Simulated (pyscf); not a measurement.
HO–NbH(F)(F)–F -> water (H₂O) + F–Nb(F)–F [singlet], a 1,1-elimination (singlet surface; Nb–O, H–Nb broken, H–O formed). Single points on ωB97X-D3(BJ)/def2-SVP structures (PySCF, gas phase). Energies in kcal/mol from the reactant's lowest minimum found.

Small-basis levels: PySCF, no dispersion term, spherical d functions. AM1 to PM7: differences of heats of formation from MOPAC, which are fitted to 298 K values and so differ in kind from electronic energies by zero-point and thermal terms. Cost: rough CPU time at the saddle relative to B3LYP/6-31G*+LANL2DZ, from one job on a shared machine.

| level | barrier | reaction energy | cost |
|---|---|---|---|
| HF/6-31G*+LANL2DZ | 40.3 | +14.0 | 0.1 |
| MP2/6-31G*+LANL2DZ | 54.6 | +55.8 | 0.2 |
| SVWN5/6-31G*+LANL2DZ | 45.2 | +73.5 | 0.8 |
| BP86/6-31G*+LANL2DZ | 46.0 | +59.7 | 1 |
| PBE/6-31G*+LANL2DZ | 45.3 | +60.4 | 1 |
| M06-2X/6-31G*+LANL2DZ | 40.2 | +42.3 | 3 |
| B3LYP/6-311+G**+LANL2DZ | 43.4 | +41.4 | 1 |
| PBE/def2-SVP | 49.0 | +68.4 | 1 |
| PM7 | 31.4 | -29.5 | under 0.02 |
| ωB97M-D3(BJ)/def2-TZVP | 48.4 | +48.4 | – |

Against the last row the barrier runs from -17.0 (PM7) to +6.2 kcal/mol (MP2/6-31G*+LANL2DZ). ωB97M-D3(BJ)/def2-TZVP has limits of its own. On the product side the descent ends in an adduct with a Nb–O contact, 21.0 kcal/mol under the separated species and 18.1 kcal/mol under the saddle at ωB97X-D3(BJ)/def2-TZVP. What is counted as broken (Nb–O) persists as a longer contact in the product adduct; parting that adduct is a step of its own. At ωB97X-D3(BJ)/def2-TZVP the barrier from the zero used here is 50.7 kcal/mol. The same reactants have a lower exit, to O=Nb(F)(F)–F + H₂ (barrier +26.2 kcal/mol at ωB97M-D3(BJ)/def2-TZVP, against +48.4 kcal/mol here). F–Nb(F)–F [singlet] is an excited spin state, 2.3 kcal/mol over the triplet at ωB97X-D3(BJ)/def2-TZVP. One saddle was located; it need not be the lowest between these sides. A restricted singlet here is unstable towards spin polarisation, as is usual where a triplet lies low; its energy is less safe. In the def2 sets elements past Kr carry core potentials, without spin-orbit coupling.
